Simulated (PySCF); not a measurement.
## Unknowns

- GIAO PBE0/pcSseg-1 shieldings
- GFN2-xTB structure
- code: PySCF 2.14
- gas phase, relativity neglected, one conformer, fast rotation and ring inversion assumed for equivalent nuclei

Referencing at the same level of theory: TMS for ¹H (σref 31.72) and ¹³C (σref 186.93). Where no couplings were computed, multiplicities follow the n + 1 count of equivalent neighbours, and m marks all less simple cases (inequivalent or close neighbours, rings, F or P nearby). Shifts are as computed. Against solution values, carbons near 30 ppm lie about +3 ppm off and those near 130 ppm about +5 ppm; carbons on Cl a further +6 ppm (rms about the fit 2.1 ppm; single classes can miss by 10 ppm). Of 1328 compounds with measured shifts, 309 miss one by over three times the rms of a fit or turn the order of signals round; such compounds aren't used in these exercises. Signals without a measured value on file couldn't be tested in this way; 1H shifts scatter by 0.2 ppm about their fit, and single ones miss by 0.5 ppm. Carbons bonded to Cl come out too deshielded.

Problem. C5H7Cl. ¹H NMR (400 MHz, computed): δ 3.37 (d, 2H), 1.86 (m, 2H), 1.16 (m, 1H), 0.78 (m, 1H), 0.27 (m, 1H). ¹³C{¹H} NMR (computed): δ 50.9 (CH2), 45.3 (CH), 26.7 (CH2), 6.0 (CH). Identify the compound.

Solution. SMILES ClC[C@@H]1[C@H]2C[C@@H]12. The formula gives 2 degrees of unsaturation (2 rings in the answer). 4 carbon signals for 5 carbons: some carbons are equivalent by symmetry or fast rotation. Carbon types of the structure: 3 × CH, 2 × CH2, which accounts for all hydrogens. δC 50.9: sp3 CH2 bonded to Cl; the inductive effect lowers its shielding. δC 45.3, 26.7, 6.0: three-membered-ring carbon. δH 3.37: hydrogen on an sp3 CH2 bonded to Cl; its carbon carries Cl, an electronegative neighbour. δH 1.86, 1.16, 0.78, 0.27: hydrogen on a three-membered-ring carbon.

This is the structure that produced the data. Such data don't tell enantiomers apart.

Problem. C5H7Cl. ¹H NMR (400 MHz, computed): δ 6.95 (m, 1H), 6.11 (m, 1H), 6.04 (q, 1H), 5.62 (m, 1H), 2.01 (d, 3H). ¹³C{¹H} NMR (computed): δ 142.4 (C), 135.4 (CH), 134.0 (CH), 125.5 (CH2), 17.3 (CH3). What is it?

Solution. `InChI=1S/C5H7Cl/c1-3-5(6)4-2/h3-4H,1H2,2H3/b5-4+`. The formula gives 2 degrees of unsaturation (no ring in the answer). 5 carbon signals for 5 carbons: no two carbons are equivalent. Carbon types of the structure: 1 × C, 2 × CH, 1 × CH2, 1 × CH3, which accounts for all hydrogens. δC 142.4: fully substituted alkene carbon; the olefinic region. δC 135.4, 134.0: alkene CH; the olefinic region. δC 125.5: terminal =CH2 carbon; as expected for a trigonal carbon in a double bond. δH 6.11, 5.62: hydrogen on a terminal =CH2 carbon; attached to an sp2 carbon and in the plane of the double bond.

The data come from this structure; uniqueness wasn't tested.
